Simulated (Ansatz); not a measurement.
# Worked example: correlation energy of SiH⁻, triplet

Geometry: a PBE0/def2-TZVPD stationary point for this spin.

```json
{"atom": "Si", "x (Å)": "0.0000", "y (Å)": "0.0000", "z (Å)": "0.0000"}
{"atom": "H", "x (Å)": "0.0000", "y (Å)": "0.0000", "z (Å)": "1.5594"}
```

Basis aug-cc-pVDZ; Ansatz 0.2.0. Only valence electrons are correlated (noble-gas cores frozen), which leaves 6 electrons in 31 orbitals. R marks a restricted (for open shells ROHF) determinant, U an unrestricted one.

Full CI is exact within this basis and frozen core; it isn't the basis-set limit. The frozen core follows each run's orbitals, which can shift R against U totals by a few meV.

UCCSD has a T1 diagnostic of 0.022 and a largest doubles amplitude of 0.06.

Runs differ by some tens of microhartree through their thresholds and, for an open shell, their frozen cores, so the step to full CI, which has another core, is uncertain by up to 0.1 kcal/mol.

```
    level  total energy (hartree)
      UHF             -289.458755
     UMP2             -289.540765
    UCCSD             -289.564198
 UCCSD(T)             -289.567530
   UCCSDT             -289.568422
UCCSDT(Q)             -289.568572
  full CI             -289.568603
```

**Question.** What is the correlation energy at full CI, and what share of it do UMP2 and UCCSD recover?

**Answer.** E(corr) = -289.568603 − (-289.458755) = -0.109848 hartree = -2.989 eV. UMP2: -0.082010 / -0.109848 = 74.66 %. UCCSD: -0.105443 / -0.109848 = 95.99 %.

**Question.** By how many kcal/mol does UCCSD(T) miss full CI (1 hartree = 627.509 kcal/mol), and which steps make up the rest?

**Answer.** -289.567530 − (-289.568603) = 0.001073 hartree = 0.67 kcal/mol. Steps: UCCSDT − UCCSD(T) = -0.56, UCCSDT(Q) − UCCSDT = -0.09, full CI − UCCSDT(Q) = -0.02 kcal/mol. That is within 1 kcal/mol of the reference in this basis, which itself misses far more of the correlation at the basis-set limit.
